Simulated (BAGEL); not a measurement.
**[BCl2]+ (SMILES Cl[B+]Cl) at FCI/STO-3G (density fitting with cc-pvqz-jkfit)**

What is the energy change on altering one bond length of [BCl2]+ at FCI/STO-3G (density fitting with cc-pvqz-jkfit)? 

The calculation is run with BAGEL 1.2.2.

3 further runs of the same task are left out: 2 that didn't finish, 1 set aside as unsound or not needed.

## (1) The system as given

[BCl2]+ has 3 atoms, charge +1, and is taken as a singlet. As SMILES, `Cl[B+]Cl`. The coordinates come from a PBE0-D4/def2-TZVP relaxation.

Bond lengths: Cl1–B2 1.610 Å, B2–Cl3 1.610 Å. Angles: Cl1–B2–Cl3 180.0°.

## (2) A single-point energy at FCI/STO-3G (density fitting with cc-pvqz-jkfit)

input.json

```json
{ "bagel": [

{
  "title": "molecule",
  "basis": "sto-3g",
  "df_basis": "cc-pvqz-jkfit",
  "angstrom": true,
  "geometry": [
    { "atom": "Cl", "xyz": [      -1.267920,       0.785680,      -0.605300 ] },
    { "atom": "B", "xyz": [       0.000010,       0.000020,       0.000000 ] },
    { "atom": "Cl", "xyz": [       1.267910,      -0.785700,       0.605290 ] }
  ]
},

{
  "title": "hf",
  "charge": 1
},

{
  "title": "fci",
  "nstate": 1,
  "charge": 1,
  "ncore": 11
}

]}
```

Command:

```
BAGEL_NUM_THREADS=1 BAGEL input.json > input.out
```

Log:

```text
* using 1 threads per process

  ===============================================================
  ===============================================================

  *** Geometry ***

  { "atom" : "Cl", "xyz" : [     -2.396022,      1.484720,     -1.143851 ] },
  { "atom" : "B", "xyz" : [      0.000019,      0.000038,      0.000000 ] },
  { "atom" : "Cl", "xyz" : [      2.396003,     -1.484758,      1.143832 ] },

  Number of auxiliary basis functions:      402

  Since a DF basis is specified, we compute 2- and 3-index integrals:
    o Being stored without compression. Storage requirement is 0.002 GB

  Number of basis functions:       23
  Number of electrons      :       39

    * METHOD: MOLECULE                             0.12

  *** RHF ***

  === Nuclear Repulsion ===
   103.3863009363

      * DIIS with orbital gradients will be used.

  === RHF iteration (sto-3g) ===
      0       -933.13942634          0.02463342           0.01
      1       -933.25033486          0.01313575           0.01
      2       -933.27904124          0.00084733           0.01
      3       -933.27926551          0.00008794           0.01
      4       -933.27926895          0.00002608           0.01
      5       -933.27926925          0.00000357           0.02
      6       -933.27926925          0.00000030           0.02
      7       -933.27926925          0.00000006           0.02
      8       -933.27926925          0.00000000           0.02
    * SCF iteration converged.

    * Permanent dipole moment:
           (   -0.000022,    -0.000048,    -0.000007) a.u.

    * METHOD: HF                                   0.18

  ---------------------------
        FCI calculation
  ---------------------------

  Performs exactly the same way as Knowles & Handy 1984 CPL

  o alpha-beta strings
      length:           990
  o size of the space
      determinant space:  245025
      spin-adapted space: 70785

  o single displacement lists (alpha)
      length:         19800
  o single displacement lists (beta)
      length:         19800

     guess   0:   closed 11111111....         open ............

  === FCI iteration ===

      0  0      -933.27926925     7.52e-04      0.68
      1  0      -933.35341260     3.79e-04      0.60
      2  0      -933.36726936     1.59e-04      0.70
      3  0      -933.36966832     7.57e-05      0.58
      4  0      -933.37004959     2.98e-05      0.58
      5  0      -933.37012122     1.62e-05      0.58
      6  0      -933.37013653     5.82e-06      0.59
      7  0      -933.37013895     2.82e-06      0.57
      8  0      -933.37013936     1.08e-06      0.58
      9  0      -933.37013943     4.38e-07      0.60
     10  0      -933.37013944     1.34e-07      0.57
     11  0      -933.37013944     5.09e-08      0.57
     12  0      -933.37013944     2.05e-08      0.58
     13  0      -933.37013944     7.27e-09      0.58
     14  0      -933.37013944     2.61e-09      0.58
     15  0      -933.37013944     9.12e-10      0.58
     16  0      -933.37013944     3.23e-10      0.61
     17  0      -933.37013944     1.14e-10      0.58
     18  0 *    -933.37013944     4.19e-11      0.53

     * ci vector, state   0, <S^2> = 0.0000
       22222222....    -0.9626766265
       22222.222...     0.0569484560
       2222.222.2..     0.0569484559

    * METHOD: FCI                                 11.47

  ===============================================================
```

It took 12 s on 1 thread of Intel Xeon Platinum 8259CL at 2.50GHz (Skylake/Cascade Lake), shared host; peak memory 0.41 GiB.

## (3) The distorted shape

calc.json

```json
{ "bagel": [

{
  "title": "molecule",
  "basis": "sto-3g",
  "df_basis": "cc-pvqz-jkfit",
  "angstrom": "true",
  "geometry": [
    { "atom": "Cl", "xyz": [   -2.282276,    1.414278,   -1.089549 ] },
    { "atom": "B", "xyz": [   -1.014346,    0.628618,   -0.484249 ] },
    { "atom": "Cl", "xyz": [    1.267910,   -0.785700,    0.605290 ] }
  ]
},
{ "title": "hf", "charge": 1 },
{ "title": "fci", "nstate": 1, "charge": 1, "ncore": 11 }

]}
```

Command:

```
BAGEL_NUM_THREADS=1 BAGEL calc.json > calc.out
```

Log:

```text
* using 1 threads per process

  ===============================================================
  ===============================================================

  *** Geometry ***

  { "atom" : "Cl", "xyz" : [     -4.312877,      2.672598,     -2.058949 ] },
  { "atom" : "B", "xyz" : [     -1.916836,      1.187916,     -0.915098 ] },
  { "atom" : "Cl", "xyz" : [      2.396003,     -1.484758,      1.143832 ] },

  Number of auxiliary basis functions:      402

  Since a DF basis is specified, we compute 2- and 3-index integrals:
    o Being stored without compression. Storage requirement is 0.002 GB

  Number of basis functions:       23
  Number of electrons      :       39

    * METHOD: MOLECULE                             0.23

  *** RHF ***

  === Nuclear Repulsion ===
    77.3949947308

      * DIIS with orbital gradients will be used.

  === RHF iteration (sto-3g) ===
      0       -932.61551230          0.02847589           0.02
      1       -925.94760501          0.10266595           0.01
      2       -932.85686981          0.01937302           0.01
      3       -932.90214448          0.01943913           0.01
      4       -932.90781386          0.01927014           0.01
      5       -932.93434700          0.01699402           0.01
      6       -932.97100255          0.01507886           0.01
      7       -933.03962028          0.00249850           0.01
      8       -933.04119275          0.00111092           0.01
      9       -933.04149567          0.00014877           0.01
     10       -933.04150235          0.00002436           0.02
     11       -933.04150259          0.00000287           0.01
     12       -933.04150259          0.00000044           0.01
     13       -933.04150259          0.00000006           0.01
     14       -933.04150259          0.00000000           0.02
    * SCF iteration converged.

    * Permanent dipole moment:
           (    0.085518,    -0.053049,     0.040829) a.u.

    * METHOD: HF                                   0.29

  ---------------------------
        FCI calculation
  ---------------------------

  Performs exactly the same way as Knowles & Handy 1984 CPL

  o alpha-beta strings
      length:           990
  o size of the space
      determinant space:  245025
      spin-adapted space: 70785

  o single displacement lists (alpha)
      length:         19800
  o single displacement lists (beta)
      length:         19800

     guess   0:   closed 11111111....         open ............

  === FCI iteration ===

      0  0      -933.04150259     7.03e-04      0.66
      1  0      -933.15807671     4.11e-04      0.58
      2  0      -933.18814971     2.43e-04      0.61
      3  0      -933.19566167     1.20e-04      0.62
      4  0      -933.19728034     5.23e-05      0.76
      5  0      -933.19771067     2.37e-05      0.73
      6  0      -933.19777457     1.10e-05      0.65
      7  0      -933.19778771     4.83e-06      0.61
      8  0      -933.19779049     2.60e-06      0.57
      9  0      -933.19779112     1.35e-06      0.56
     10  0      -933.19779136     7.85e-07      0.58
     11  0      -933.19779143     4.47e-07      0.58
     12  0      -933.19779145     2.63e-07      0.59
     13  0      -933.19779146     1.26e-07      0.60
     14  0      -933.19779146     5.17e-08      0.58
     15  0      -933.19779146     2.18e-08      0.56
     16  0      -933.19779146     7.98e-09      0.58
     17  0      -933.19779146     3.42e-09      0.59
     18  0      -933.19779146     1.65e-09      0.59
     19  0      -933.19779146     7.56e-10      0.57
    ** throwing out 1 trial vectors **
     20  0      -933.19779146     3.80e-10      0.59
    ** throwing out 1 trial vectors **
     21  0      -933.19779146     2.36e-10      0.62
    ** throwing out 1 trial vectors **
     22  0      -933.19779146     2.79e-10      0.59
    ** throwing out 1 trial vectors **
     23  0      -933.19779146     3.39e-10      0.58
    ** throwing out 1 trial vectors **
     24  0      -933.19779146     2.79e-10      0.58
    ** throwing out 1 trial vectors **
     25  0      -933.19779146     1.51e-10      0.58
    ** throwing out 1 trial vectors **
     26  0 *    -933.19779146     6.32e-11      0.57

     * ci vector, state   0, <S^2> = -0.0000
       22222222....     0.8367492660
       2222222.2...    -0.4347718410
       2222222ab...     0.1145538160
       2222222ba...     0.1145538160
       2222a222.b..     0.0516477335
       2222b222.a..     0.0516477335
       222a2222..b.     0.0516477335
       222b2222..a.     0.0516477335
       2222.222.2..    -0.0512974305
       222.2222..2.    -0.0512974305

    * METHOD: FCI                                 16.59

  ===============================================================
```

Run time: 17 s. Hardware: 1 thread of Intel Xeon Platinum 8259CL at 2.50GHz (Skylake/Cascade Lake), shared host; peak memory 0.42 GiB.

## (4) Summary of results

At FCI/STO-3G (density fitting with cc-pvqz-jkfit), 11 core orbitals frozen:

| quantity | value |
| --- | --- |
| first shape: total energy | -933.37014 Eh |
| distorted shape: total energy | -933.19779 Eh |
| energy change with the B2–Cl3 bond stretched from 1.610 to 2.898 Å | 4.690 eV |

With the B2–Cl3 bond stretched from 1.610 to 2.898 Å the energy rises by 4.69 eV (452 kJ/mol). The first shape isn't relaxed at this level, so the change isn't measured from a minimum. The minimal basis adds a large error of its own.
